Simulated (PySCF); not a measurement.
First SCF of a structure search on singlet MgCl2, at a hand-made linear geometry. PySCF input:

```python
from pyscf import gto, scf, dft
mol = gto.M(atom='''
Mg     0.000000     0.000000     0.000000
Cl     0.000000     0.000000     2.380000
Cl     0.000000     0.000000    -2.380000''',
    basis={'Mg': 'def2-TZVP', 'Cl': 'def2-TZVP'},
    charge=0, spin=0)
mf = dft.RKS(mol, xc='B3LYP')
mf.grids.atom_grid = (50, 194)
aux = {'Mg': 'def2-universal-JKFIT', 'Cl': 'def2-universal-JKFIT'}
mf = mf.density_fit(auxbasis=aux)
mf.conv_tol = 1e-08
mf.diis_space = 10
mf.max_cycle = 60
mf.init_guess = 'minao'
mf.verbose = 4
mf.kernel()
```

Excerpt of the output (cycles and frontier levels):

```
init E= -1120.58631304073
  HOMO = -0.372274835618257  LUMO = -0.120895209322445  gap/eV = 6.84039
cycle= 1 E= -1120.61797753906  delta_E= -0.0317  |g|= 0.467  |ddm|= 1.68
  HOMO = -0.241862917214579  LUMO = -0.108875075656684  gap/eV = 3.61878
cycle= 2 E= -1120.51125707024  delta_E= 0.107  |g|=  0.8  |ddm|= 1.34
  HOMO = -0.306757209363675  LUMO = -0.104622482620663  gap/eV = 5.50037
cycle= 3 E= -1120.69498158933  delta_E= -0.184  |g|= 0.0382  |ddm|=  0.8
  HOMO = -0.311674812720447  LUMO = -0.106897470671878  gap/eV = 5.57228
cycle= 4 E= -1120.69517157705  delta_E= -0.00019  |g|= 0.0152  |ddm|= 0.0323
  HOMO = -0.311299372878246  LUMO = -0.105341794309304  gap/eV = 5.60439
cycle= 5 E= -1120.69523893004  delta_E= -6.74e-05  |g|= 0.00255  |ddm|= 0.014
  HOMO = -0.311592091789435  LUMO = -0.10539730806946  gap/eV = 5.61085
cycle= 6 E= -1120.6952401996  delta_E= -1.27e-06  |g|= 0.000479  |ddm|= 0.00194
  HOMO = -0.311561403217291  LUMO = -0.105361968119038  gap/eV = 5.61097
cycle= 7 E= -1120.69524022385  delta_E= -2.42e-08  |g|= 6.99e-05  |ddm|= 0.000327
  HOMO = -0.311568342946384  LUMO = -0.105372614442196  gap/eV = 5.61087
cycle= 8 E= -1120.69524022512  delta_E= -1.27e-09  |g|= 6.49e-06  |ddm|= 5.78e-05
  HOMO = -0.311566136230179  LUMO = -0.105372118043213  gap/eV = 5.61083
Extra cycle  E= -1120.69524022511  delta_E= 7.96e-12  |g|= 8.76e-06  |ddm|= 1.41e-05
converged SCF energy = -1120.69524022511
```

No lower solution of this spin was found by a stability analysis within the restricted form, which does not test spin polarisation.

The search for the lowest solution, with the stability check, took 5.8 s on 2 threads of a shared Arm Neoverse V1 host, with 106 basis functions; the process peaked at 0.33 GiB.
